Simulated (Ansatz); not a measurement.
Input file:

```yaml
crystal:
  periodic: [false, false, false]
  atoms:
    - {symbol: B, position_ang: [0.000000, 0.076478, 1.229861]}
    - {symbol: P, position_ang: [0.000000, -0.064382, -0.404554]}
    - {symbol: H, position_ang: [0.000000, 1.158163, -0.759435]}
basis:
  gaussian: {orbitals: cc-pVDZ}
magnetization: {spin_polarized: false, initial_magnetization: 3}
correlation: {active_space: {window: {electrons: 3, orbitals: 5}, fixed_orbitals: true, states: [{multiplicity: 4, weights: [0.5, 0.5, 0.5, 1]}], root: 3}}
```

```sh
$ ansatz run in.yaml --threads 1 --pin off --events-out ev --progress --plain --max-ram 2393MiB
```

The program prints:

```
686 factors; integrals over basis functions are off by at most 2.3e-7 eV
mean field evaluation 1: about -9952.4388 eV, gradient 9.9e0 eV
mean field evaluation 2: about -9952.4912 eV, gradient 1.0e1 eV
mean field evaluation 4: about -9953.9789 eV, gradient 2.1e0 eV
mean field evaluation 8: about -9954.0877 eV, gradient 3.5e-1 eV
mean field evaluation 16: about -9954.0896 eV, gradient 2.3e-6 eV
mean field evaluation 32: about -9953.8088 eV, gradient 4.1e0 eV
mean field -9954.08962500 eV, -365.8060465946 hartree, gradient 2.3e-6 eV, S^2 3.750000; 6 other end points of the search recorded, 0 dependent functions left out
reference -9954.08962500 eV, -365.8060465946 hartree; 12, 9 occupied and 25, 28 virtual orbitals, 686 factors
state -9954.09431325 eV, -365.8062188843 hartree
state -9951.90925172 eV, -365.7259193545 hartree
state -9947.70968198 eV, -365.5715880130 hartree
state -9947.60968647 eV, -365.5679132457 hartree
Total energy: -9947.60968647 eV, -365.5679132457 hartree
```

Natural occupations, averaged over the states: 0.8000 0.7507 0.7442 0.6493 0.0558.

Ran on 1 thread of Arm Neoverse V2, shared host: 0.52 s wall, 0.08 GiB peak host memory.
